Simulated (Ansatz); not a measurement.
`C1NCS1`, relaxed with RKS PBE-D4/def2-SVP in Ansatz from a rough embedded geometry. The force threshold is 0.03 eV/Å; the program also tests the step.

Total charge 0; spin multiplicity 1.

Start:

```xyz
9

C    -0.733    0.753   -0.048
N     0.441    0.341    0.584
C     0.704   -0.765   -0.346
S    -0.011    0.234   -1.554
H    -0.986    1.858    0.001
H    -1.701    0.220    0.229
H     0.339    0.081    1.589
H     1.786   -0.987   -0.398
H     0.161   -1.735   -0.057
```

```tsv
step	energy (eV)	largest force (eV/Å)	largest move (Å)
1	-14463.7261	4.603	0.000
2	-14464.1997	2.132	0.147
3	-14464.2854	0.883	0.110
4	-14464.3256	0.573	0.151
5	-14464.3525	0.256	0.073
6	-14464.3590	0.023	0.025
```

End:

```xyz
9

C    -0.766    0.823   -0.037
N     0.364    0.246    0.692
C     0.772   -0.770   -0.280
S    -0.246    0.010   -1.622
H    -0.768    1.935   -0.089
H    -1.779    0.482    0.287
H     0.124   -0.127    1.617
H     1.862   -0.788   -0.504
H     0.437   -1.813   -0.063
```

It took 12 s on 2 threads of an Intel Xeon Platinum 8488C on a shared host, with 0.18 GiB of host memory at the peak.
